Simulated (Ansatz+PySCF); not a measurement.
Values are calculated unless marked as measured or tabulated.
This PySCF input gave a total energy of -236.44941 hartree.

```python
from pyscf import gto, scf

mol = gto.M(atom="""
C 0.000000 0.000000 -0.543780
F 0.000000 0.941880 0.181260
F 0.000000 -0.941880 0.181260
""", basis='def2-svp', charge=0, spin=0)
mf = scf.UHF(mol)
mf.init_guess = 'atom'
mf.kernel()
while True:  # follow internal instabilities
    mo, _, stable, _ = mf.stability(return_status=True)
    if stable: break
    mf.kernel(mf.make_rdm1(mo, mf.mo_occ))
print(mf.converged, mf.e_tot, mf.spin_square()[0])
```

(1) Write an input for Ansatz with the same method and basis set.

Answers

(1)

```yaml
crystal:
  periodic: [false, false, false]
  atoms:
    - { symbol: C, position_ang: [0.0, 0.0, -0.54378] }
    - { symbol: F, position_ang: [0.0, 0.94188, 0.18126] }
    - { symbol: F, position_ang: [0.0, -0.94188, 0.18126] }
basis:
  gaussian: { orbitals: def2-SVP }
magnetization:
  spin_polarized: true
hamiltonian:
  xc: hf
```

Ansatz (development build ahead of 0.2.0) gave -236.44941 hartree, 0.05 meV from the first.
